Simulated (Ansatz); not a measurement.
Geometry optimisation, Ansatz, RKS PBE0-D4/6-31G*.

input.yaml

```yaml
crystal:
  periodic: [false, false, false]
  atoms:
    - { symbol: Si, position_ang: [-0.180158, -0.054059, -0.913286] }
    - { symbol: C, position_ang: [1.400729, 0.028915, 1.714251] }
    - { symbol: H, position_ang: [0.328237, -0.188481, 1.61951] }
    - { symbol: H, position_ang: [1.86699, -0.785699, 2.272125] }
    - { symbol: H, position_ang: [1.518073, 0.977374, 2.241717] }
    - { symbol: H, position_ang: [1.901629, 0.105764, 0.733976] }
    - { symbol: H, position_ang: [-0.952751, 1.057198, -0.207962] }
    - { symbol: H, position_ang: [-0.98015, -1.141013, -0.19823] }
basis:
  gaussian: { orbitals: "6-31G*" }
hamiltonian:
  xc: pbe0
  dispersion: d4
relax:
  f_tol: 0.03
  max_steps: 50
```

Command:

```bash
$ ansatz run input.yaml --threads 1 --pin off --max-ram 2048MiB --backend cpu --events-out ev --progress --plain --runs-dir out
```

Question: Where does it end, and by what steps?

Answer: The forces met the threshold. After 6 steps the energy has fallen by 0.037 eV; H6 moved furthest, 0.49 Å.

| step | energy less start (eV) | largest force component (eV/Å) | accepted |
| --- | --- | --- | --- |
| 0 | 0.0000 | 0.242 | yes |
| 1 | -0.0047 | 0.189 | yes |
| 2 | -0.0144 | 0.238 | yes |
| 3 | -0.0184 | 0.607 | yes |
| 4 | -0.0283 | 0.341 | yes |
| 5 | -0.0367 | 0.031 | yes |
| 6 | -0.0370 | 0.008 | yes |

```xyz
8
Properties=species:S:1:pos:R:3
Si 0.028 -0.007 -0.878
C 1.268 0.019 1.719
H 0.225 -0.154 1.983
H 1.893 -0.790 2.101
H 1.601 0.986 2.098
H 1.433 0.035 0.614
H -0.805 1.054 -0.164
H -0.742 -1.144 -0.211
```

Whether the end is a true minimum wasn't checked by a vibrational analysis.

Run time: 10 s on 1 thread of Arm Neoverse V1, with other jobs on the host, peak memory 0.1 GiB.
